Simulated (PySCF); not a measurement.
C5H8O.
SMILES: `C1/C(=C\C)[C@@H]1O`

Vertical excitations from PySCF (density fitting, frozen core in the response, grid level 2 and gas phase unless stated; continuum runs use non-equilibrium linear response for the excitations) on a GFN2-xTB geometry. Reference run:

```
                                   settings    S1, eV (f)    S2, eV (f)    S3, eV (f)    S4, eV (f)    S5, eV (f)    S6, eV (f)  T1, eV (Tamm–Dancoff)  mean α (au)
CAM-B3LYP/def2-SVPD, full TDDFT, 8 singlets  5.96 (0.017)  6.64 (0.037)  6.82 (0.049)  7.03 (0.117)  7.24 (0.305)  7.68 (0.028)                   4.32         65.5
```

**Question.** What do these settings give: LDA/def2-SVPD, level shift 0.2 Eh, TDA, 6 singlets?

**Answer.** 
| settings | S1, eV (f) | S2, eV (f) | S3, eV (f) | S4, eV (f) | S5, eV (f) | S6, eV (f) | T1, eV (Tamm–Dancoff) | mean α (au) |
| --- | --- | --- | --- | --- | --- | --- | --- | --- |
| LDA/def2-SVPD, level shift 0.2 Eh, TDA, 6 singlets | 4.86 (0.010) | 5.79 (0.015) | 6.01 (0.004) | 6.34 (0.035) | 6.39 (0.001) | 6.77 (0.088) | – | 69.4 |

S1 moves by -1.10 eV; functional and response scheme change together, so the shift can't be laid on one. States are counted by energy in each run and needn't keep their character from row to row.

**Question.** Which orbital pairs make up S1 in each run, and how does it sit against the orbital gap?

**Answer.** 
| settings | S1 configurations (weight) | S1 (eV) | orbital gap (eV) | S1 − gap (eV) |
| --- | --- | --- | --- | --- |
| CAM-B3LYP/def2-SVPD, full TDDFT, 8 singlets | H→L 0.53, H−1→L 0.35 | 5.96 | 9.49 | -3.53 |
| LDA/def2-SVPD, level shift 0.2 Eh, TDA, 6 singlets | H→L 0.91, H−1→L 0.09 | 4.86 | 4.64 | +0.22 |

Shape of the structure used: `[CH3:1]/[CH:2]=[C:3]1\[CH2:4][C@H:5]1[OH:6]`: H–O6–C5–C4 43°.

One conformer stands for the species.
